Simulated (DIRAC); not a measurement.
# A DIRAC job on SiH+

Wanted: a structure relaxation of SiH+.

Program for the calculation: DIRAC 26.1 (patched).

23 further runs of the same task are left out: 23 set aside as unsound or not needed.

**1. Starting point**

SiH+ has 2 atoms, charge +1, and is taken as a singlet. The shape was relaxed beforehand at PBE0/sfX2C. The run starts from this shape.

Bond lengths: Si1–H2 1.532 Å.

**2. The job**

HSi.xyz

```xyz
2
HSi
Si      0.00000000      0.00000000      0.00000000
H       0.00000000      0.00000000      1.53243663
```

dft.inp

```
# DIRAC input
**DIRAC
.TITLE
 HSi
.OPTIMIZE
*OPTIMIZE
.NO SKIP
.MAX IT
 30
.RANKON
**HAMILTONIAN
.LEVY-LEBLOND
.DFT
OLYP
**INTEGRALS
.NUCMOD
 1
*READIN
.UNCONTRACT
**WAVE FUNCTION
.SCF
**MOLECULE
*BASIS
.DEFAULT
dyall.v3z
*CHARGE
.CHARGE
 1
*END OF
```

On the command line:

```
pam --inp=dft.inp --mol=HSi.xyz --noarch --mw=163 --aw=368
```

Standard output:

```text
Contents of the input file
--------------------------

# DIRAC input
**DIRAC
.TITLE
 HSi
.OPTIMIZE
*OPTIMIZE
.NO SKIP
.MAX IT
 30
.RANKON
**HAMILTONIAN
.LEVY-LEBLOND
.DFT
OLYP
**INTEGRALS
.NUCMOD
 1
*READIN
.UNCONTRACT
**WAVE FUNCTION
.SCF
**MOLECULE
*BASIS
.DEFAULT
dyall.v3z
*CHARGE
.CHARGE
 1
*END OF

Contents of the molecule file
-----------------------------

2
HSi
Si      0.00000000      0.00000000      0.00000000
H       0.00000000      0.00000000      1.53243663

    **************************************************************************
    **********************************  HSi **********************************
    **************************************************************************

   * Geometry optimization
   * Wave function

 Chosen parameters for OPTIMI:
 -----------------------------

 1st order method with rank one update will be used.
 Optimization will be performed in Cartesian coordinates (by default).
 The approximate model Hessian defined by Roland Lindh
 will be used as initial Hessian.
 The model Hessian parameters of Roland Lindh will be used
 except that reference distance is calculated from covalent/metallic radii

 Print level in *OPTIMI  :         0
 Maximum # of geometry optimization iterations:        30

 Trust region method will be used to control step (default).

 Convergence threshold for gradient set to :      1.00D-04
[... 1 line left out ...]
 Convergence threshold for step set to     :      0.10D-03
[... 132 lines left out ...]
  Nuclear repulsion energy                       :      4.834445224411 Hartree
[... 80 lines left out ...]
   Nuclear repulsion energy                          :    4.834445224411 Hartree
[... 26 lines left out ...]
   Weighted mixed functional:
[... 50 lines left out ...]
 ***** SCF CONVERGENCE CRITERIA *****
 * Convergence on norm of error vector (gradient).
   Desired convergence:1.000D-07
[... 2 lines left out ...]
 ***** CONVERGENCE CONTROL *****
[... 6 lines left out ...]
   Weight of old matrix    : 0.250
[... 17 lines left out ...]
                      Nuclear contribution to dipole moments
[... 11 lines left out ...]
   L   A1    * Deleted:          4(Proj:          4, Lindep:          0) Smin: 0.94E-03
   L   B1    * Deleted:          1(Proj:          1, Lindep:          0) Smin: 0.93E-02
   L   B2    * Deleted:          1(Proj:          1, Lindep:          0) Smin: 0.93E-02
   L   A2    * Deleted:          0(Proj:          0, Lindep:          0) Smin: 0.40E+00
   S   A1    * Deleted:         20(Proj:         20, Lindep:          0) Smin: 0.13E-03
   S   B1    * Deleted:          4(Proj:          4, Lindep:          0) Smin: 0.18E-03
   S   B2    * Deleted:          4(Proj:          4, Lindep:          0) Smin: 0.18E-03
   S   A2    * Deleted:          1(Proj:          1, Lindep:          0) Smin: 0.92E-03

                                Output from MODHAM
                                ------------------

 * All positronic solutions deleted !

 WARNING : linear symmetry is not implemented for spinfree yet
           continue calculation in lower symmetry

      **********************************************************************
      ************************* Orbital dimensions *************************
      **********************************************************************

No. of positive energy orbitals (NESH):    88
No. of negative energy orbitals (NPSH):     0
Total no. of orbitals           (NORB):    88

  --- SEVERE ERROR, PROGRAM WILL BE ABORTED ---

 error in geometry optimization: analytical gradient not implemented for DFT with symmetry. Try .NUMGRA

 ====  below this line is the stderr stream  ====

  --- SEVERE ERROR, PROGRAM WILL BE ABORTED ---
 error in geometry optimization: analytical gradient not implemented for DFT with symmetry. Try .NUMGRA
STOP 1000

  --- SEVERE ERROR, PROGRAM WILL BE ABORTED ---
 error in geometry optimization: analytical gradient not implemented for DFT with symmetry. Try .NUMGRA
STOP 1000
```

It took 0.14 s on 1 thread of Arm Neoverse V2, shared host.

**3. Reading the log**

The job stopped with an error part of the way.

The log says `error in geometry optimization: analytical gradient not implemented for DFT with symmetry. Try .NUMGRA`. The program turns down these settings as typed.
